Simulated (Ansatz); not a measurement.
# AlP2H (triplet): the correlation ladder, cc-pVTZ

An exercise on one series of results from a longer session: the logs are not shown, and one member is left open.

Computed with Ansatz 0.2.0, Gaussian basis. Level: cc-pVTZ, core rule «outside noble gas», up to 15 orbitals frozen.

Plan: UHF; CCSD(T) on ROHF; CCSD(T) on UHF; BCCD(T) on ROHF; CCSDT(Q) on ROHF; CCSDT(Q) on UHF.

4 further runs of the same task are left out: 4 set aside as unsound or not needed. Runs told in other sessions of the task aren't counted.

## The geometry

The geometry is a PBE0/def2-TZVP stationary point (not a proven minimum) of the parent state, kept for this charge and spin.

4 atoms, charge 0, spin multiplicity 3.

Atoms are counted from 1 here; the program's logs count them from 0.

Bond lengths: P1–Al2 2.184 Å, Al2–P3 2.207 Å, P3–H4 1.432 Å. Angles: P1–Al2–P3 178.8°, Al2–P3–H4 86.1°.

The first run:

in.yaml

```yaml
crystal:
  periodic: [false, false, false]
  atoms:
    - {symbol: P, position_ang: [-0.000037, -0.308815, 2.727497]}
    - {symbol: Al, position_ang: [0.000091, -0.328625, 0.543252]}
    - {symbol: P, position_ang: [-0.000036, -0.396524, -1.662499]}
    - {symbol: H, position_ang: [-0.000018, 1.033964, -1.608249]}
basis:
  gaussian: {orbitals: cc-pVTZ}
magnetization: {spin_polarized: true, initial_magnetization: 2}
hamiltonian: {xc: hf}
output: {orbitals: {seedname: orbitals}}
```

The run is started by

```sh
ansatz run in.yaml --threads 1 --pin off --events-out ev --progress --plain --max-ram 4096MiB --backend cpu
```

Among the steps run: UHF; CCSD(T) on ROHF; CCSD(T) on UHF; BCCD(T) on ROHF; CCSDT(Q) on ROHF; CCSDT(Q) on UHF.

One of the session's tables, all rows but one given; the rest of the session is left out.

| method | from RCCSDT(Q) (meV) |
| --- | --- |
| UHF | +10318.4 |
| RMP2 | +1731.9 |
| UMP2 | +2092.9 |
| RCCSD | +774.3 |
| UCCSD | +724.2 |
| RCCSD(T) | +115.0 |
| UCCSD(T) | +132.9 |
| BCCD(T) | +123.0 |
| RCCSDT | +63.3 |
| UCCSDT | ? |
| RCCSDT(Q) | 0 |
| UCCSDT(Q) | -7.7 |

Estimate the missing values for UCCSDT.

The run gave: from RCCSDT(Q) (meV): +50.6. In the column «from RCCSDT(Q) (meV)» it lies between RCCSDT(Q) (0) and RCCSDT (+63.3).

Left out of the table: ROHF (another determinant or state than the rows shown).

To keep in mind: The report flags that the cluster equations may have other roots. The program flags RCCSD(T), BCCD(T), RCCSDT(Q) as in doubt, so the zero of the table is itself unsure. Warnings: spin contamination; coupled cluster took another determinant than the lowest. Restricted and unrestricted rows rest on different reference determinants; a gap between their highest levels can come from leftover correlation error, from unlike frozen cores or from another state.
